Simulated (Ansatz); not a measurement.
A nudged elastic band was laid between two geometries of CH6Si + H4Si (13 atoms, charge 0, multiplicity 1).

The calculation used RKS B3LYP-D4/6-31G* in Ansatz 0.2.0.

- movable images: 5
- climbing image: yes
- spring: 5.0 eV/Å²
- optimiser: quadratic models (default)
- start path: through a guess of the saddle point
- force threshold: 0.05 eV/Å
- iteration limit: 60
- end points: relaxed

Initial state:

```xyz
13
Properties=species:S:1:pos:R:3
Si 0.527 -0.159 0.151
C 0.829 -0.109 2.012
H -0.087 -0.351 2.560
H 1.597 -0.833 2.303
H 1.161 0.885 2.332
H 1.780 0.125 -0.603
H -0.485 0.859 -0.244
H 0.023 -1.495 -0.271
Si -3.474 0.661 1.180
H -3.426 -0.198 -0.031
H -4.834 0.605 1.776
H -3.149 2.063 0.815
H -2.487 0.168 2.175
```

Final state:

```xyz
13
Properties=species:S:1:pos:R:3
Si -0.712 0.135 -0.634
C 0.393 -0.247 3.098
H 0.674 -0.509 4.121
H 0.951 -0.869 2.394
H 0.623 0.806 2.914
H 0.399 0.894 0.001
H -0.711 0.440 -2.093
H -0.452 -1.321 -0.463
Si -2.778 0.726 0.307
H -3.894 0.064 -0.424
H -2.854 0.315 1.735
H -2.985 2.200 0.236
H -0.680 -0.413 2.963
```

Which bonds break or form, and what moves?

Bonds broken: Si1–C2, Si9–H13. Bonds formed: Si1–Si9, C2–H13. CH6Si + H4Si becomes CH4 + H6Si2.

What energy profile does the band end with?

It converged. The highest image is number 3 of 0 to 6, 349.4 kJ/mol above the first end and 367.2 kJ/mol above the last; the last end lies 17.8 kJ/mol below the first. Neighbouring images differ by up to 3.2 eV, so the band resolves the path poorly. A vibrational analysis at the climbing image gives one clearly imaginary mode, 1577i cm⁻¹: a first-order saddle point. The orbitals stay closed-shell, which can raise the energy where a bond breaks towards radicals; this wasn't checked here.

```csv
image,path coordinate (Å),energy (kJ/mol),Si1–C2 (Å),Si9–H13 (Å),Si1–Si9 (Å)
0,0.00,0.0,1.89,1.48,4.21
1,1.32,1.2,1.89,1.48,4.04
2,2.63,37.7,1.91,1.48,3.43
3,3.95,349.4,2.21,2.08,2.79
4,5.53,46.5,3.10,2.51,2.39
5,7.12,-16.3,3.89,3.12,2.35
6,8.71,-17.8,3.91,3.57,2.35
```

What is the geometry of the highest image?


```xyz
13
Properties=species:S:1:pos:R:3
Si -0.169 -0.045 0.123
C 0.293 0.090 2.285
H -0.345 0.195 3.174
H 0.815 -0.869 2.333
H 0.990 0.929 2.240
H 1.333 -0.158 0.013
H -0.462 1.133 -0.736
H -0.666 -1.379 -0.280
Si -2.808 0.448 0.874
H -3.393 0.078 -0.457
H -3.603 -0.305 1.902
H -3.136 1.898 1.078
H -0.873 0.206 1.604
```

The run took 9.9 min on 1 thread of Arm Neoverse V1 (shared host), peak memory 0.15 GiB.
